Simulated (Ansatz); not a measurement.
SiH4⁺, doublet: the ladder up to full CI

All five atoms lie in one plane.

Geometry: a PBE0/def2-TZVP stationary point for this spin, not checked as a minimum.

```xyz
5

Si    0.0000    0.0000    0.0000
H    -0.0112    1.0909    1.0838
H    -0.0168   -1.0838    1.0907
H     0.0168    1.0838   -1.0907
H     0.0112   -1.0909   -1.0838
```

Basis 6-31G; Ansatz 0.2.0. Correlated methods freeze the noble-gas cores, which leaves 7 electrons in 16 orbitals. R marks a restricted (for open shells ROHF) determinant, U an unrestricted one. Active spaces: valence = (7e, 8o) chosen from the atoms' valence shells; pair = (3e, 3o) about the gap.

Full CI is exact within this basis and frozen core; it isn't the basis-set limit. The frozen core follows each run's orbitals, which can shift R against U totals by a few meV.

For open shells CISD and CISDTQ are restricted-active-space CI with the open shells as a complete middle space.

- UHF ⟨S²⟩: 0.814
- T1 diagnostic (RCCSD): 0.0295
- largest doubles amplitude (RCCSD): 0.076
- T1 diagnostic (UCCSD): 0.0171

| level | E − E(full CI) (mEh) | share of correlation (%) | wall time |
| --- | --- | --- | --- |
| RHF | 91.59 | 0.00 | – |
| UHF | 77.21 | 15.69 | – |
| RMP2 | 28.33 | 69.07 | – |
| UMP2 | 27.27 | 70.22 | – |
| CISD | 4.86 | 94.70 | 0.21 s |
| RCCSD | 1.65 | 98.19 | – |
| UCCSD | 1.68 | 98.17 | – |
| RCCSD(T) | 0.50 | 99.45 | 0.45 s |
| UCCSD(T) | 0.61 | 99.33 | 0.36 s |
| BCCD(T) | 0.56 | 99.39 | 0.39 s |
| RCCSDT | 0.02 | 99.98 | – |
| UCCSDT | 0.02 | 99.98 | – |
| CISDTQ | 0.07 | 99.92 | 1.1 s |
| RCCSDT(Q) | 0.00 | 100.00 | 1.8 s |
| UCCSDT(Q) | 0.00 | 100.00 | 1.7 s |
| RCCSDTQ | 0.00 | 100.00 | 9.5 s |
| UCCSDTQ | 0.00 | 100.00 | 8.5 s |
| CASSCF (pair space) | 72.06 | 21.32 | – |
| NEVPT2 (pair space) | 21.86 | 76.13 | 0.21 s |
| MRCISD (pair space) | 3.17 | 96.54 | – |
| MRCISD+Q (pair space) | -0.84 | 100.92 | 0.33 s |
| CASSCF (valence space) | 15.93 | 82.61 | – |
| NEVPT2 (valence space) | 3.82 | 95.83 | 1.5 s |
| MRCISD (valence space) | 0.24 | 99.74 | – |
| MRCISD+Q (valence space) | 0.09 | 99.90 | 1.9 s |

The correlation energy at full CI, counted from RHF, is -2.492 eV. That run took 1.6 s on 1 thread of Intel Xeon 6975P-C, shared host over 136,152 determinants.

Times hold each run's SCF and search for its determinant on a shared host, so for small cases they say little of a method's own cost; they ran on 1 thread of Intel Xeon 6975P-C.

More than 5 meV below full CI, which no variational method can be: MRCISD+Q (pair space).

The full-CI state has the irrep Ag of D2h, in the program's axes (one component, if the state is degenerate).

Natural occupations of full CI about the gap: 1.968 1.955 1.955 1.004 0.042 0.028 0.028 0.008 0.003 0.003; effectively unpaired electrons, Σ n²(2−n)², 1.03.
